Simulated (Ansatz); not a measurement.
# O2+ (doublet): from Hartree-Fock to the top rungs, def2-TZVPP

An exercise on one series of results from a longer session: the logs are not shown, and one member is left open.

Program: Ansatz 0.2.0, Gaussian basis. Level of theory: def2-TZVPP, core rule «outside noble gas», up to 2 orbitals frozen. These are calculated values, not measurements.

The runs, in order: UHF; ROHF; CCSD(T) on UHF.

2 further runs of the same task are left out: 2 set aside as unsound or not needed.

### The system

The geometry is a PBE0/def2-TZVP stationary point (not a proven minimum) of the parent state, kept for this charge and spin.

2 atoms, charge 1, spin multiplicity 2.

Atoms are counted from 1 here; the program's logs count them from 0.

Bond lengths: O1–O2 1.193 Å.

The first run:

The input, in.yaml:

```yaml
crystal:
  periodic: [false, false, false]
  atoms:
    - {symbol: O, position_ang: [0.000000, 0.000000, 0.000000]}
    - {symbol: O, position_ang: [0.000000, 0.000000, 1.192820]}
basis:
  gaussian: {orbitals: def2-TZVPP}
total_charge: 1
magnetization: {spin_polarized: true, initial_magnetization: 1}
hamiltonian: {xc: hf}
output: {orbitals: {seedname: orbitals}}
```

Run with:

```console
$ ansatz run in.yaml --threads 1 --pin off --events-out ev --progress --plain --max-ram 4096MiB --backend cpu
```

Steps of the session up to this table: UHF; ROHF; CCSD(T) on UHF.

One of the session's tables, all rows but one given; the rest of the session is left out.

It belongs to the step «Misses and costs». 

| method | from UCCSD(T) (kcal/mol) |
| --- | --- |
| ROHF | +311.06 |
| UHF | +284.74 |
| UMP2 | ? |
| UCCSD | +14.45 |
| UCCSD(T) | 0 |

Q: Estimate the row for UMP2 from the others.

As computed: from UCCSD(T) (kcal/mol): +50.33. In the column «from UCCSD(T) (kcal/mol)» it lies between UCCSD (+14.45) and UHF (+284.74).

The program flags UCCSD(T) as in doubt (see the logs), so the zero of the table is itself unsure.

To keep in mind: The determinant is far from a pure spin state, so its energy mixes those of several spin states (harmless only where they are near-degenerate, as at dissociation). The program flags UCCSD(T) as in doubt, so the zero of the table is itself unsure.
